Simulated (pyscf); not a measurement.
Thermochemistry of product channels of HO–BH–OH on the singlet surface, in eV, from ωB97M-D3(BJ)/def2-TZVP energies (ideal gas, 1 atm, RRHO with modes under 100 cm⁻¹ raised to 100, one conformer, R ln 2 for rigid chiral ones). Structures and frequencies: ωB97X-D3(BJ)/def2-SVP in PySCF.

```tsv
products	ΔE	ΔH(298 K)	ΔG(900 K)	ΔG(1200 K)
H₂O + B–OH [singlet]	[?]	+3.75	+2.30	+1.82
H₂O + HB=O	[?]	+1.84	+0.56	+0.14
O=B–OH + H₂	[?]	+1.02	-0.14	-0.53
```

Problem. Some entries are withheld; supply them.

Solution. 
- H₂O + B–OH [singlet], ΔE: +3.89
- H₂O + HB=O, ΔE: +1.96
- O=B–OH + H₂, ΔE: +1.27

The channel to O=B–OH + H₂ turns favourable between 298 and 1200 K (ΔG from +0.65 eV to -0.53 eV).

These are energies of the channels, which say nothing of barriers.
